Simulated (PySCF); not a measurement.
# CH3O, SMILES `C[O]` (charge 0, multiplicity 2)

These are PBE-D3(BJ)/def2-TZVP run with PySCF 2.14.0 values and carry that method's errors.

```
Property                                                        Value
-----------------------------  --------------------------------------
highest occupied spin orbital                                -5.95 eV
dipole moment                                                  2.11 D
total energy                                             -114.9632 Ha
cost                           about 70 core-seconds (a rough figure)
```

```xyz
5

C     -0.0233     0.0084    -0.0492
O      1.3153    -0.1602     0.0564
H     -0.5440    -0.7986    -0.6083
H     -0.4165    -0.0669     0.9994
H     -0.3314     1.0173    -0.3983
```
Charge 0, spin multiplicity 2.
